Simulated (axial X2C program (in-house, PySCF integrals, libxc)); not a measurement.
## Outer orbitals of SiP⁻ at 2.010 Å, PBEsol

Calculated with an in-house all-electron X2C program for linear molecules (integrals from PySCF). Spin-free means the one-electron spin-free X2C Hamiltonian; two-component (2c) means X2C with spin–orbit coupling and atomic mean-field two-electron Coulomb and Gaunt terms, so the difference of the two also holds small scalar two-electron terms. Basis: P dyall-av3z [9s8p3d2f], Si dyall-av3z [9s8p3d2f] (cores contracted in-house); Gaussian nuclei, density fitting, unrestricted open shells. Masses: P 30.974 u, Si 27.977 u.

The distance is close to the 2c PBE0 minimum; the highest filled and lowest empty levels are listed.

Spin-free orbitals, state M_S = 0, Λ = 0 (closed shell) (Löwdin shares):

| symmetry | occupied | ε (eV) | atomic character |
| --- | --- | --- | --- |
| σα | yes | -8.89 | 51% P s, 23% Si s, 12% Si p |
| σα | yes | -3.94 | 37% Si s, 28% P p, 16% P s |
| π-α | yes | -0.31 | 55% P p, 35% Si p, 4% Si d |
| π+α | yes | -0.31 | 55% P p, 35% Si p, 4% Si d |
| σα | yes | -0.23 | 38% Si p, 38% P p, 12% Si s |
| π-α | no | 2.64 | 47% Si p, 19% Si d, 17% P p |
| π+α | no | 2.64 | 47% Si p, 19% Si d, 17% P p |
| σα | no | 2.83 | 66% Si p, 19% P p, 10% Si s |
| σα | no | 3.14 | 65% Si s, 23% Si p, 8% P p |

One partner of each degenerate Kramers or spin pair is listed.

Spinors with spin–orbit coupling (state Ω = 0):

```json
{"ω": "1/2", "occupied": "yes", "ε (eV)": "-8.89", "atomic character": "51% P s, 23% Si s, 12% Si p", "λ mixture": "100% σ"}
{"ω": "1/2", "occupied": "yes", "ε (eV)": "-3.94", "atomic character": "37% Si s, 28% P p, 16% P s", "λ mixture": "100% σ"}
{"ω": "1/2", "occupied": "yes", "ε (eV)": "-0.32", "atomic character": "55% P p, 35% Si p, 4% Si d", "λ mixture": "100% π"}
{"ω": "3/2", "occupied": "yes", "ε (eV)": "-0.30", "atomic character": "55% P p, 35% Si p, 4% Si d", "λ mixture": "100% π"}
{"ω": "1/2", "occupied": "yes", "ε (eV)": "-0.22", "atomic character": "38% Si p, 38% P p, 12% Si s", "λ mixture": "100% σ"}
{"ω": "1/2", "occupied": "no", "ε (eV)": "2.63", "atomic character": "46% Si p, 19% Si d, 17% P p", "λ mixture": "100% π"}
{"ω": "3/2", "occupied": "no", "ε (eV)": "2.64", "atomic character": "47% Si p, 19% Si d, 17% P p", "λ mixture": "100% π"}
{"ω": "1/2", "occupied": "no", "ε (eV)": "2.86", "atomic character": "73% Si p, 17% P p, 5% Si s", "λ mixture": "100% σ"}
{"ω": "1/2", "occupied": "no", "ε (eV)": "3.17", "atomic character": "67% Si s, 16% Si p, 10% P p", "λ mixture": "100% σ"}
```

One partner of each degenerate Kramers or spin pair is listed.

Mulliken charges and populations of the two-component result (they depend on the basis, above all on diffuse functions):

P -0.35 e (s 5.72 p 9.57 d 0.06), Si -0.65 e (s 6.02 p 8.50 d 0.12 f 0.01).

The state is a single determinant with fixed occupations, the lowest that a limited PBE0 search found. The highest occupied level of some functionals is positive through self-interaction error; at Hartree–Fock it is bound.
